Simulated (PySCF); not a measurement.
## Electronic absorption of [C4H10OP]+

Compound: C4H10OP (charge +1).
Atom-mapped SMILES: `[CH2:1]=[C:2]([CH3:3])[PH2+:4][CH2:5][OH:6]` (hydrogens: H7, H8 on C1; H9, H10, H11 on C3; H12, H13 on P4; H14, H15 on C5; H16 on O6)

Geometry (GFN2-xTB, Å), atoms numbered from 1 in this order:
```xyz
16
C4H10OP angstrom
C      1.7450   -1.2145   -0.4893
C      1.0500   -0.1948    0.0057
C      1.3857    1.2550   -0.1213
P     -0.4627   -0.5359    0.9282
C     -1.9677   -0.3297   -0.0927
O     -1.8395    1.0350   -0.3960
H      1.4531   -2.2435   -0.3502
H      2.6458   -1.0476   -1.0566
H      0.5348    1.8148   -0.5087
H      2.2329    1.3911   -0.7873
H      1.6419    1.6710    0.8539
H     -0.4376   -1.7946    1.4834
H     -0.6081    0.3782    1.9429
H     -2.8702   -0.5590    0.4926
H     -1.9355   -0.9734   -0.9840
H     -2.5754    1.3567   -0.9321
```

Computed with TDDFT B3LYP/def2-SVPD, vertical, gas phase, core orbitals frozen in the response (PySCF).

What does the calculation give for the low-lying excited states?

```tsv
state	λ (nm)	E (eV)	f	main configurations (H = HOMO, L = LUMO)
S1	199.6	6.21	0.071	H-1→L (53%), H→L (42%)
S2	194.6	6.37	0.128	H→L (46%), H-1→L (46%)
S3	182.7	6.79	0.0087	H→L+1 (87%)
S4	176.7	7.02	0.017	H→L+2 (90%)
S5	171.1	7.25	0.0030	H-2→L (83%), H-3→L (10%)
S6	166.6	7.44	0.0015	H-1→L+1 (48%), H-1→L+2 (46%)
S7	163.7	7.58	0.0019	H→L+4 (89%)
S8	162.1	7.65	0.073	H→L+3 (53%), H-3→L (34%)
```

Triplets (Tamm–Dancoff): T1 4.12 eV, H→L (90%); T2 6.18 eV, H-1→L (93%); T3 6.55 eV, H→L+1 (91%).

The lowest singlet comes at 200 nm (599 kJ/mol) in the ultraviolet; it is of moderate strength; its leading configuration is HOMO-1→LUMO (53%). The strongest level in the table is S2 at 6.37 eV (195 nm, f = 0.128). Löwdin shares by element: HOMO carbon 76% or more, hydrogen 4% or more (atoms not listed hold the other 20%); LUMO carbon 60% or more, phosphorus 18% (atoms not listed hold the other 22%). The oscillator strengths of these states sum to 0.304; summed over the whole spectrum of an exact calculation they would give the number of electrons, 56 (Thomas–Reiche–Kuhn). Of the 8 states listed, 4 reach f = 0.01 and none stays under 0.0005. Weighted by f, the mean energy of these states is 6.71 eV. Only the lowest 8 singlets were computed, as vertical energies without vibronic structure.

One conformer stands for the species.
